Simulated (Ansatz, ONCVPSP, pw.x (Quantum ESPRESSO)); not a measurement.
**Equation-of-state test of one ONCV potential (Ga (Z = 31))**

```json
{
  "Element": "Ga",
  "Generator": "ONCVPSP 4.0.1",
  "Type": "optimised norm-conserving Vanderbilt (ONCV)",
  "Functional": "LDA (Perdew-Wang 92)",
  "Relativity": "scalar-relativistic",
  "Frozen core": "[Ar] 3d10",
  "Valence charge": "3",
  "Reference configuration": "4s2 4p1",
  "Partial waves": "4s: rc 1.95 bohr, ncon 4, nbas 8, qcut 4.2 1/bohr, 2 projectors, debl 0.6 Ha; 4p: rc 2.85 bohr, ncon 4, nbas 9, qcut 3 1/bohr, 2 projectors, debl 1.6 Ha",
  "Local potential": "polynomial inside 1.55 bohr (lpopt 1, dvloc0 0 Ha)",
  "Core correction": "Teter function, fcfact 5, rcfact 1.6"
}
```

Atomic tests: cutoffs needed: 7.1 Ha and 10 Ha (the cutoffs (Ha) at which the residual kinetic energy of the hardest occupied pseudo-wave falls to 1 and 0.1 mHa per electron); ghost test: no bound ghost flagged; no localised positive-energy state flagged; largest excitation error: -373 meV (all-electron minus pseudo) for 4s1 4p0, out of 4 test configurations.

Crystal test: diamond Ga in pw.x 7.5, no spin, 8³ k-points, Fermi–Dirac smearing 0.01 Ry, cutoffs 50/200 Ry. The lattice is a test structure that the element need not adopt, and mesh and smearing are coarse.

pw.x input:

```
&control
  calculation='scf', prefix='x', pseudo_dir='./', outdir='./tmp', tstress=.true., disk_io='none'
/
&system
  ibrav=0, nat=2, ntyp=1, ecutwfc=50, ecutrho=200, nbnd=10,
  occupations='smearing', smearing='fd', degauss=0.01
/
&electrons
  conv_thr=1e-09, mixing_beta=0.4, electron_maxstep=70
/
ATOMIC_SPECIES
Ga 1.0 Ga.UPF
CELL_PARAMETERS angstrom
  0.00000000 2.84052460 2.84052460
  2.84052460 0.00000000 2.84052460
  2.84052460 2.84052460 0.00000000
ATOMIC_POSITIONS crystal
Ga 0.0000 0.0000 0.0000
Ga 0.2500 0.2500 0.2500
K_POINTS automatic
8 8 8 0 0 0
```

```bash
pw.x < Ga.scf.in > Ga.scf.out
```

**Question.** How does the run end?

**Answer.** It converges; the pressure is -5.42 GPa against 0.04 GPa from all-electron LAPW. The largest radius (2.85 bohr) exceeds half the bond length (2.32 bohr), so the spheres overlap, which is one possible source of error among others. This is a poor potential for the solid. The log shows:

```
     using ibrav=0 with symmetry is DISCOURAGED, use correct ibrav instead
     lattice parameter (alat)  =       7.5912  a.u.
     unit-cell volume          =     309.3302 (a.u.)^3
     number of electrons       =         6.00
     number of Kohn-Sham states=           10
     kinetic-energy cutoff     =      50.0000  Ry
     charge density cutoff     =     200.0000  Ry
     scf convergence threshold =      1.0E-09
     Exchange-correlation= SLA  PW   NOGX NOGC
     number of k points=    29  Fermi-Dirac smearing, width (Ry)=  0.0100
     iteration #  1     ecut=    50.00 Ry     beta= 0.40
     total energy              =     -13.27067858 Ry
     estimated scf accuracy    <       0.00682140 Ry
     iteration #  2     ecut=    50.00 Ry     beta= 0.40
     total energy              =     -13.26999969 Ry
     estimated scf accuracy    <       0.00221710 Ry
     iteration #  3     ecut=    50.00 Ry     beta= 0.40
     total energy              =     -13.27004876 Ry
     estimated scf accuracy    <       0.00000958 Ry
     iteration #  4     ecut=    50.00 Ry     beta= 0.40
     total energy              =     -13.27005126 Ry
     estimated scf accuracy    <       0.00000015 Ry
     iteration #  5     ecut=    50.00 Ry     beta= 0.40
     total energy              =     -13.27005130 Ry
     estimated scf accuracy    <       0.00000004 Ry
     iteration #  6     ecut=    50.00 Ry     beta= 0.40
     the Fermi energy is     3.1511 ev
!    total energy              =     -13.27005131 Ry
     estimated scf accuracy    <          3.4E-10 Ry
     smearing contrib. (-TS)   =      -0.00567914 Ry
     The total energy is F=E-TS. E is the sum of the following terms:
     one-electron contribution =       3.67447085 Ry
     hartree contribution      =       0.43938924 Ry
     xc contribution           =      -8.34640165 Ry
     ewald contribution        =      -9.03183060 Ry
     convergence has been achieved in   6 iterations
          total   stress  (Ry/bohr**3)                   (kbar)     P=      -54.17
     Message from routine punch:
     Nothing written, as per user request (disk_io='none')
```
